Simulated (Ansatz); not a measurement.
Correlation energies of C5H6O (`C#CCOC=C`) by basis set

```xyz
12

C    -0.413   -3.195    0.385
C    -0.067   -2.111    0.008
C     0.374   -0.816   -0.476
O    -0.231    0.211    0.286
C     0.107    1.463   -0.099
C    -0.342    2.544    0.521
H    -0.724   -4.154    0.726
H     0.105   -0.712   -1.536
H     1.468   -0.752   -0.400
H     0.773    1.527   -0.958
H    -1.004    2.472    1.375
H    -0.045    3.521    0.169
```

Charge 0, multiplicity 1. The structure was optimised at the PBE0-D4/def2-TZVP level. It is one conformer, not always the lowest. Frozen core, restricted reference, Ansatz. CBS rows extrapolate triple and quadruple zeta; past MP2 they add the triple-zeta difference.

```json
{"basis": "def2-TZVPP", "HF (Eh)": "-267.69062", "MP2 corr.": "-1.02115", "CCSD corr.": "-1.05493", "(T)": "-0.04914", "CCSD(T) total": "-268.79469"}
{"basis": "def2-QZVPP", "HF (Eh)": "-267.70254", "MP2 corr.": "-1.09062", "CCSD corr.": "–", "(T)": "–", "CCSD(T) total": "–"}
{"basis": "CBS(def2)", "HF (Eh)": "-267.70418", "MP2 corr.": "-1.14208", "CCSD corr.": "-1.17586", "(T)": "as TZ", "CCSD(T) total": "-268.92918"}
```
